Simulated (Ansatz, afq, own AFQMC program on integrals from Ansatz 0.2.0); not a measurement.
CHSi, doublet: AFQMC among the cluster methods

```xyz
3

Si    0.0000    0.0000   -1.9458
C     0.0000    0.0000    0.4332
H     0.0000    0.0000    1.5126
```

Connectivity, by distances: Si ··· CH.

Basis 6-31G. Only valence electrons are correlated. Ansatz 0.2.0 and our own AFQMC program on the same integrals; the CISD trial comes from CCSD amplitudes, and released means the phaseless constraint is let go. Error bars are statistical, one sigma.

Determinant: UHF, the one that the program's search chose, which needn't be the lowest solution. The geometry is a point of a scan.

Full CI on the same integrals is exact in this basis and with this determinant's frozen core.

Cautions: strong correlation (T1 0.074, weight of the determinant 0.76, largest double 0.21); unrestricted determinant spin contaminated (⟨S²⟩ 1.88 against 0.75); CCSD(T) is in doubt: in a space of 9 electrons in 8 natural orbitals full CI lies 82 meV below it; the released energies are still falling, so no released level is given (meV from the phaseless value at times in 1/Eh: -10 ± 9 at 0.24, -17 ± 7 at 0.51, -29 ± 7 at 0.99, -46 ± 7 at 1.62, -61 ± 9 at 2.40).

- T1 diagnostic: 0.0735
- weight of the determinant in the CISD state: 0.765
- ⟨S²⟩ of the determinant: 1.880
- size of the correlated space: 9 electrons in 18 orbitals

```tsv
level	correlation energy (eV)
MP2	-2.0226
CCSD	-2.9980
CCSD(T)	-3.1150
```

Q: Estimate where full CI lies against CCSD(T) on the same integrals.

A: 14.3 kJ/mol below CCSD(T).

Reference: full CI, correlation energy -3.263 eV. The cautions show a poor starting determinant, so the rows tell how each method copes with it here, and full CI is the sure value.

```csv
level,E − E(reference) (kJ/mol),share of correlation (%)
CCSD(T),14.3,95.46
CCSDT,4.3,98.63
CCSDT(Q),0.7,99.79
CCSDTQ,0.6,99.81
ph-AFQMC/CISD,4.0 ± 0.8,98.72
```

CCSDT and higher add their correlation energy to the determinant of the CCSD(T) run, since their own runs factorise the integrals more tightly (a shift of under 2 meV). A walk keeps the symmetry of its determinant, which the program's search chose and which needn't be the lowest solution, so a lower state of the same spin and another symmetry isn't excluded.
